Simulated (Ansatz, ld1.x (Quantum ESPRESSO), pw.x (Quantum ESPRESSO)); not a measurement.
What a changed setting does to a pw.x run (bcc Pd)

Potential: PAW, ld1.x (Quantum ESPRESSO) 7.5, PBEsol; core [Ar] 3d10, reference 4s2 4p6 4d8 5s0 5p0; waves: 4s (bound): rcut 1.20, rcutus 1.35 bohr; 5s (bound, empty): rcut 1.20, rcutus 1.35 bohr; 4p (bound): rcut 1.32, rcutus 1.40 bohr; 5p (bound, empty): rcut 1.32, rcutus 1.40 bohr; 4d (bound): rcut 1.20, rcutus 1.60 bohr; 4d channel at -1.35 Ry: rcut 1.20, rcutus 1.60 bohr; local part: all-electron potential smoothed inside 1.30 bohr (lloc = -2); core correction: Bessel-smoothed model core inside 1.15 bohr; augmentation: BESSEL, radius 1.10 bohr.

The reference run (k-mesh 15³, cutoffs 120/900 Ry, Fermi–Dirac 0.01 Ry, mixing_beta 0.4, conv_thr 1e-9, no spin) gives 1.30 GPa at 14.707 Å³/atom, where all-electron LAPW gives -0.15 GPa. This run, with its own iteration cap, changes nspin = 2 with starting_magnetization to 0.2.

```
&control
  calculation='scf', prefix='x', pseudo_dir='./', outdir='./tmp', tstress=.true., disk_io='none'
/
&system
  ibrav=0, nat=1, ntyp=1, ecutwfc=120, ecutrho=900, nbnd=17,
  occupations='smearing', smearing='fd', degauss=0.01, nspin=2, starting_magnetization(1)=0.2
/
&electrons
  conv_thr=1e-09, mixing_beta=0.4, electron_maxstep=60
/
ATOMIC_SPECIES
Pd 1.0 Pd.UPF
CELL_PARAMETERS angstrom
  -1.54343390 1.54343390 1.54343390
  1.54343390 -1.54343390 1.54343390
  1.54343390 1.54343390 -1.54343390
ATOMIC_POSITIONS crystal
Pd 0.0000 0.0000 0.0000
K_POINTS automatic
15 15 15 0 0 0
```

```bash
pw.x < Pd.scf.in > Pd.scf.out
```

Task: How does the run end?

Result: It converges in 13 iterations; the free energy moves by +0.2 meV/atom and the pressure by -0.01 GPa. The result is that of the reference run.

```
Message from routine setup:
     using ibrav=0 with symmetry is DISCOURAGED, use correct ibrav instead
     lattice parameter (alat)  =       5.0518  a.u.
     unit-cell volume          =      99.2478 (a.u.)^3
     number of electrons       =        18.00
     number of Kohn-Sham states=           17
     kinetic-energy cutoff     =     120.0000  Ry
     charge density cutoff     =     900.0000  Ry
     scf convergence threshold =      1.0E-09
     Exchange-correlation= SLA  PW   PSX  PSC
     atomic species   magnetization
     number of k points=   120  Fermi-Dirac smearing, width (Ry)=  0.0100
     iteration #  1     ecut=   120.00 Ry     beta= 0.40
     total energy              =    -505.45985110 Ry
     estimated scf accuracy    <       8.14728411 Ry
     total magnetization       =     0.92 Bohr mag/cell
     absolute magnetization    =     0.96 Bohr mag/cell
     iteration #  2     ecut=   120.00 Ry     beta= 0.40
     total energy              =    -507.07851995 Ry
     estimated scf accuracy    <       0.07229975 Ry
     total magnetization       =     0.64 Bohr mag/cell
     absolute magnetization    =     0.75 Bohr mag/cell
     iteration #  3     ecut=   120.00 Ry     beta= 0.40
     total energy              =    -507.10517143 Ry
     estimated scf accuracy    <       0.02816276 Ry
     total magnetization       =     0.57 Bohr mag/cell
     absolute magnetization    =     0.66 Bohr mag/cell
     [... 7 iterations left out ...]
     iteration # 11     ecut=   120.00 Ry     beta= 0.40
     total energy              =    -507.11464176 Ry
     estimated scf accuracy    <       0.00000002 Ry
     total magnetization       =    -0.00 Bohr mag/cell
     absolute magnetization    =     0.00 Bohr mag/cell
     iteration # 12     ecut=   120.00 Ry     beta= 0.40
     total energy              =    -507.11464177 Ry
     estimated scf accuracy    <          2.4E-09 Ry
     total magnetization       =     0.00 Bohr mag/cell
     absolute magnetization    =     0.00 Bohr mag/cell
     iteration # 13     ecut=   120.00 Ry     beta= 0.40
     the Fermi energy is    19.6602 ev
!    total energy              =    -507.11464177 Ry
     estimated scf accuracy    <          6.8E-11 Ry
     smearing contrib. (-TS)   =      -0.00530582 Ry
     total magnetization       =    -0.00 Bohr mag/cell
     absolute magnetization    =     0.00 Bohr mag/cell
     convergence has been achieved in  13 iterations
          total   stress  (Ry/bohr**3)                   (kbar)     P=       12.93
     Message from routine punch:
     Nothing written, as per user request (disk_io='none')
```

The run took about 95 s on one core of a shared server CPU.
